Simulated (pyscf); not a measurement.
HO–Si(OH)(OH)–F (SMILES O[Si](O)(O)F) + H₂ (SMILES [H][H]) → H₂O (SMILES O) + HO–SiH(OH)–F (SMILES O[SiH](O)F), a four-centre exchange (singlet surface; O–Si, H–H broken, H–O, H–Si formed). Single points on ωB97X-D3(BJ)/def2-SVP structures (PySCF, gas phase). Energies in kJ/mol from the separated reactants.

GFN2-xTB: tblite. 

**Question.** Quick GFN2-xTB single points give ΔE‡ = 255.4 kJ/mol and ΔE = +55.1 kJ/mol. What does ωB97M-D3(BJ)/def2-TZVP give, and how far is the quick result from it?

**Answer.** ωB97M-D3(BJ)/def2-TZVP gives ΔE‡ = 229.1 kJ/mol and ΔE = +97.6 kJ/mol. GFN2-xTB lies 26.4 kJ/mol over it in the barrier and 42.5 kJ/mol under it in the reaction energy, so on this step it does not hold to within 12.6 kJ/mol. ωB97M-D3(BJ)/def2-TZVP has limits of its own. On the product side the descent ends in a complex (not fully relaxed), 33.4 kJ/mol under the separated species and 167.1 kJ/mol under the saddle at ωB97X-D3(BJ)/def2-TZVP. One saddle was located; it need not be the lowest between these sides.
